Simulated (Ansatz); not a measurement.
**SiH2Cl− (SMILES [SiH2-]Cl) at CCSD/STO-3G**

What is the energy change on altering one bond length of SiH2Cl− at CCSD/STO-3G? 

Program for the calculation: Ansatz 0.2.0.

1 further run of the same task is left out (set aside as unsound or not needed).

**1. The system as given**

SiH2Cl− has 4 atoms, charge -1, and is taken as a singlet. SMILES: `[SiH2-]Cl`. The shape is that of a GFN2-xTB optimisation.

Bond lengths: Si1–Cl2 2.290 Å, Si1–H3 1.492 Å, Si1–H4 1.493 Å. Angles: Cl2–Si1–H3 95.2°, Cl2–Si1–H4 94.9°, H3–Si1–H4 98.8°.

**2. A single-point energy at CCSD/STO-3G**

Input file run.yaml:

```yaml
crystal:
  periodic: [false, false, false]
  atoms:
    - {symbol: Si, position_ang: [-0.487890, 0.431230, 0.253920]}
    - {symbol: Cl, position_ang: [1.672110, -0.122480, 0.774530]}
    - {symbol: H, position_ang: [-0.971070, -0.977580, 0.165380]}
    - {symbol: H, position_ang: [-0.213160, 0.668840, -1.193830]}
basis:
  gaussian:
    orbitals: STO-3G
accuracy: high
total_charge: -1
correlation:
  method: ccsd
  frozen_orbitals: {Cl: 5, H: 0, Si: 5}
scf:
  omitted_lower_state_checks: [cluster_reference, increment]
```

Command:

```
$ ansatz run run.yaml --threads 1 --pin off --max-ram 2610MiB --events-out events.jsonl --progress --plain --runs-dir runs
```

Output, cut to the lines that bear on the results:

```text
Warning: RAYON_NUM_THREADS=1 ignored (pool sized by the plan → 1); use --threads N
Functional definition: HF
  name "HF"
[...]
338 factors; integrals over basis functions are off by at most 2.0e-8 eV
[...]
mean field -20170.13900497 eV, -741.2389366213 hartree, gradient 2.0e-8 eV, S^2 0.000000; 0 other end points of the search recorded, 0 dependent functions left out
10 core orbitals not correlated: weight in the atoms' cores, before any rotation towards them, 1.000 or more for the frozen orbitals, at most 0.000 for the correlated occupied ones
reference -20170.13900497 eV, -741.2389366213 hartree; 7, 7 occupied and 3, 3 virtual orbitals, 338 factors
second order -0.91008519 eV of doubles, -0.00000000 eV of singles
cycle   1  -1.17581535 eV  change   -2.7e-1 eV  update   4.7e-2
[...]
cycle  19  -1.32718515 eV  change  -4.8e-10 eV  update  2.1e-10
Total energy: -20171.46619012 eV, -741.2877097759 hartree
Checks for a lower state left out: cluster_reference, increment
```

It took 0.16 s on 1 thread of Arm Neoverse V1, shared host.

**3. The distorted shape at the same level**

Input file molecule.yaml:

```yaml
basis:
  gaussian:
    orbitals: STO-3G
crystal:
  periodic: [false, false, false]
  atoms:
    - {symbol: Si, position_ang: [-0.556577, 0.371824, 0.615881]}
    - {symbol: Cl, position_ang: [1.603423, -0.181886, 1.136491]}
    - {symbol: H, position_ang: [-1.039757, -1.036986, 0.527341]}
    - {symbol: H, position_ang: [-0.213160, 0.668840, -1.193830]}
total_charge: -1
correlation:
  method: ccsd
  frozen_orbitals: {Cl: 5, H: 0, Si: 5}
accuracy: high
scf:
  omitted_lower_state_checks: [cluster_reference, increment]
```

Command:

```
$ ansatz run molecule.yaml --threads 1 --pin off --max-ram 2610MiB --events-out events.jsonl --progress --plain --runs-dir runs
```

Output, cut to the lines that bear on the results:

```text
Warning: RAYON_NUM_THREADS=1 ignored (pool sized by the plan → 1); use --threads N
[... 2 set-up lines as earlier in the session ...]
[...]
338 factors; integrals over basis functions are off by at most 9.7e-9 eV
[...]
mean field -20168.90188010 eV, -741.1934731211 hartree, gradient 9.8e-9 eV, S^2 0.000000; 0 other end points of the search recorded, 0 dependent functions left out
10 core orbitals not correlated: weight in the atoms' cores, before any rotation towards them, 1.000 or more for the frozen orbitals, at most 0.000 for the correlated occupied ones
reference -20168.90188010 eV, -741.1934731211 hartree; 7, 7 occupied and 3, 3 virtual orbitals, 338 factors
second order -1.11930255 eV of doubles, -0.00000000 eV of singles
cycle   1  -1.45692932 eV  change   -3.4e-1 eV  update   6.0e-2
[...]
cycle  19  -1.67709096 eV  change  -7.7e-10 eV  update   1.0e-9
Total energy: -20170.57897106 eV, -741.2551050771 hartree
Checks for a lower state left out: cluster_reference, increment
```

It took 0.17 s on 1 thread of Arm Neoverse V1, shared host.

**4. Summary of results**

At CCSD/STO-3G, 10 core orbitals frozen:

```
                                                          quantity          value
                                         first shape: total energy  -741.28771 Eh
         first shape: correlation energy (10 core orbitals frozen)      -48.8 mEh
                                        first shape: T1 diagnostic          0.006
                                     distorted shape: total energy  -741.25511 Eh
     distorted shape: correlation energy (10 core orbitals frozen)      -61.6 mEh
                                    distorted shape: T1 diagnostic          0.010
energy change with the Si1–H4 bond stretched from 1.493 to 1.866 Å       0.887 eV
```

With the Si1–H4 bond stretched from 1.493 to 1.866 Å the energy rises by 0.89 eV (20.5 kcal/mol). The first shape isn't relaxed at this level, so the change isn't measured from a minimum. The minimal basis adds a large error of its own.
